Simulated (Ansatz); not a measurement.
One change: `O/C=C\Cl` becomes `OC=C(Cl)Cl`.

Ansatz, PBE0-D4/def2-TZVP geometries, multiplicity 1. Each molecule was computed in one conformer, which needn't be the lowest.

```csv
property,`O/C=C\Cl`
HOMO–LUMO gap (ωB97M-V/def2-TZVPP) / eV,11.60
HOMO energy (ωB97M-V/def2-TZVPP) / eV,-9.00
LUMO energy (B3LYP/def2-TZVPP) / eV,0.18
HOMO energy (PBE0/def2-TZVPP) / eV,-6.80
HOMO–LUMO gap (PBE/def2-TZVPP) / eV,5.02
size of the dipole moment (ωB97M-V/def2-TZVPP) / D,0.72
```

What does the change do to each property? (An estimate is asked.)

Computed: 
```json
{"property": "HOMO–LUMO gap (ωB97M-V/def2-TZVPP) / eV", "`OC=C(Cl)Cl`": "11.13", "shift": "-0.47"}
{"property": "HOMO energy (ωB97M-V/def2-TZVPP) / eV", "`OC=C(Cl)Cl`": "-8.92", "shift": "0.08"}
{"property": "LUMO energy (B3LYP/def2-TZVPP) / eV", "`OC=C(Cl)Cl`": "-0.18", "shift": "-0.36"}
{"property": "HOMO energy (PBE0/def2-TZVPP) / eV", "`OC=C(Cl)Cl`": "-6.76", "shift": "0.04"}
{"property": "HOMO–LUMO gap (PBE/def2-TZVPP) / eV", "`OC=C(Cl)Cl`": "4.65", "shift": "-0.37"}
{"property": "size of the dipole moment (ωB97M-V/def2-TZVPP) / D", "`OC=C(Cl)Cl`": "0.64", "shift": "-0.08"}
```

Dipoles are sizes alone; their direction can turn.

B3LYP here is the variant with VWN-RPA as its local correlation; programs differ in this.
